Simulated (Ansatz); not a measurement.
Compare A (`COCCCF`) with its isomer B (`CCCOCF`).

Isolated molecules relaxed with PBE0-D4/def2-TZVP in Ansatz; ΔE leaves out vibrations. CBS: MP2 limit from def2 TZ/QZ plus the TZ coupled-cluster correction, frozen cores. DFT in def2-TZVPP. B3LYP here is the variant with VWN-RPA as its local correlation; programs differ in this. One conformer a species, not always the lowest.

(1) Which is lower in electronic energy at CCSD(T)/CBS, and by how much? (Estimate.)

(2) Give E(B) − E(A) in kJ/mol with HF/def2-TZVPP, ωB97M-V, B3LYP, B2PLYP, PBE-D4, r2SCAN-D4, PBE0-D4. (Estimate.)

Largest T1 diagnostic: 0.011.

Results:

(1) Ansatz gave: B, by 31.2 kJ/mol.

(2) The calculation gave: HF/def2-TZVPP -27.5, ωB97M-V -32.1, B3LYP -30.1, B2PLYP -31.3, PBE-D4 -33.6, r2SCAN-D4 -33.8, PBE0-D4 -32.5. None reverses the order clearly.

In def2-TZVPP, CCSD(T) changes the Hartree–Fock value by −4.6 kJ/mol (the triples alone add −1.3 kJ/mol) and MP2 by −5.6 kJ/mol.
